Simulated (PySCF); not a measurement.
Compound: CH3CH2CH2CHF2, C₄H₈F₂.
SMILES with atom numbers: `[CH3:1][CH2:2][CH2:3][CH:4]([F:5])[F:6]` (hydrogens: H7, H8, H9 on C1; H10, H11 on C2; H12, H13 on C3; H14 on C4)

Cartesian coordinates in Å at the PBE0-D3(BJ)/def2-SVP level; atoms count from 1:
```xyz
14
C4H8F2 angstrom
C      1.890    0.388   -0.226
C      0.457    0.630    0.218
C     -0.407   -0.619    0.138
C     -1.845   -0.374    0.510
F     -2.404    0.522   -0.341
F     -2.555   -1.522    0.415
H      2.491    1.307   -0.164
H      2.382   -0.375    0.398
H      1.929    0.034   -1.269
H     -0.001    1.418   -0.403
H      0.449    1.015    1.253
H     -0.019   -1.408    0.802
H     -0.404   -1.032   -0.885
H     -1.967    0.019    1.536
```

The closed-shell ground state was solved at several levels (PySCF, density fitting, gas phase, non-relativistic).

```json
{"level": "OPBE/pcSseg-1", "basis functions": "142", "total energy (Eh)": "-356.7306", "HOMO (eV)": "-7.52", "LUMO (eV)": "0.89", "gap (eV)": "8.41", "dipole (D)": "2.04"}
{"level": "PBE0/cc-pVDZ", "basis functions": "124", "total energy (Eh)": "-356.5700", "HOMO (eV)": "-9.03", "LUMO (eV)": "1.88", "gap (eV)": "10.91", "dipole (D)": "2.06"}
{"level": "HF/pcSseg-1", "basis functions": "142", "total energy (Eh)": "-354.9666", "HOMO (eV)": "-13.18", "LUMO (eV)": "4.21", "gap (eV)": "17.39", "dipole (D)": "2.55"}
{"level": "B3LYP/pcJ-1", "basis functions": "242", "total energy (Eh)": "-356.9527", "HOMO (eV)": "-9.06", "LUMO (eV)": "1.13", "gap (eV)": "10.19", "dipole (D)": "2.22"}
{"level": "BHandHLYP/pcSseg-1", "basis functions": "142", "total energy (Eh)": "-356.7239", "HOMO (eV)": "-10.91", "LUMO (eV)": "2.06", "gap (eV)": "12.97", "dipole (D)": "2.39"}
{"level": "LDA/pcSseg-1", "basis functions": "142", "total energy (Eh)": "-354.1609", "HOMO (eV)": "-7.73", "LUMO (eV)": "0.41", "gap (eV)": "8.14", "dipole (D)": "2.17"}
{"level": "CAM-B3LYP/pcSseg-1", "basis functions": "142", "total energy (Eh)": "-356.7694", "HOMO (eV)": "-10.78", "LUMO (eV)": "2.24", "gap (eV)": "13.02", "dipole (D)": "2.27"}
{"level": "LC-wPBE/pcSseg-1", "basis functions": "142", "total energy (Eh)": "-356.7071", "HOMO (eV)": "-12.08", "LUMO (eV)": "3.61", "gap (eV)": "15.69", "dipole (D)": "2.27"}
{"level": "PBE0/pcSseg-1", "basis functions": "142", "total energy (Eh)": "-356.5207", "HOMO (eV)": "-9.29", "LUMO (eV)": "1.42", "gap (eV)": "10.71", "dipole (D)": "2.24"}
{"level": "mPW1PW91/pcSseg-1", "basis functions": "142", "total energy (Eh)": "-356.8206", "HOMO (eV)": "-9.35", "LUMO (eV)": "1.45", "gap (eV)": "10.80", "dipole (D)": "2.26"}
```

Problem. What might PBE/pcSseg-1 (142 basis functions) give for the same quantities?

Solution. Total energy -356.4966 Eh, HOMO -7.57 eV, LUMO 0.61 eV, gap 8.18 eV, dipole 2.06 D.

Problem. Over all these levels, which gives the widest orbital gap and which the narrowest?

Solution. HF/pcSseg-1 (Hartree–Fock, all exact exchange) has the widest, 17.39 eV, and LDA/pcSseg-1 (LDA) the narrowest, 8.14 eV. The two share the basis. From the narrowest to the widest the HOMO moves by -5.45 eV and the LUMO by +3.80 eV. The HOMO need not be the same orbital at Hartree–Fock and at DFT levels.

Problem. In the pcSseg-1 basis, how does the gap go with the fixed share of exact exchange?

Solution. LDA (0 %) 8.14 eV; PBE (0 %) 8.18 eV; OPBE (0 %) 8.41 eV; PBE0 (25 %) 10.71 eV; mPW1PW91 (25 %) 10.80 eV; BHandHLYP (50 %) 12.97 eV; HF (100 %) 17.39 eV. Each rise in the share widens the gap here.

Problem. How far do the dipole and the HOMO energy spread over the levels?

Solution. The dipole runs from 2.04 to 2.55 D (mean 2.23 D) and the HOMO from -13.18 to -7.52 eV.

One conformer stands for the species.
